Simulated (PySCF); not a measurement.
fluoroethene (C2H3F), SMILES C=CF. Atoms are numbered in the order given.

```xyz
6

C      0.1987    -1.1771     0.0000
C     -0.4335    -0.0213     0.0000
F      0.2233     1.1553     0.0000
H      1.2783    -1.2323     0.0000
H     -0.3725    -2.0935     0.0000
H     -1.5067     0.1184     0.0000
```

Coordinates come from a B3LYP-D3(BJ)/def2-TZVP optimisation.

Two levels are set side by side: PBE/pcJ-1 (PySCF) and B3LYP/pcJ-1 (PySCF). One-bond couplings, all four terms, same geometry. Isotopes: 13C, 19F, 1H. Differences are taken from unrounded values.

```csv
quantity,PBE
"¹J(C1,C2) (Hz)",86.8
"¹J(C2,F3) (Hz)",-361.0
"¹J(C1,H4) (Hz)",154.4
"¹J(C1,H5) (Hz)",156.7
"¹J(C2,H6) (Hz)",187.8
```

**Question.** These are the PBE values. What does B3LYP give? (Estimate from the structure and the level; the computed values follow.)

**Answer.** 
```
quantity         B3LYP  PBE minus B3LYP
--------------  ------  ---------------
¹J(C1,C2) (Hz)    96.6             -9.8
¹J(C2,F3) (Hz)  -337.5            -23.5
¹J(C1,H4) (Hz)   168.9            -14.5
¹J(C1,H5) (Hz)   170.6            -13.9
¹J(C2,H6) (Hz)   204.9            -17.1
```

Rough cost on one machine, each run with all the roots and properties that it gave: B3LYP against PBE within a factor of 2.
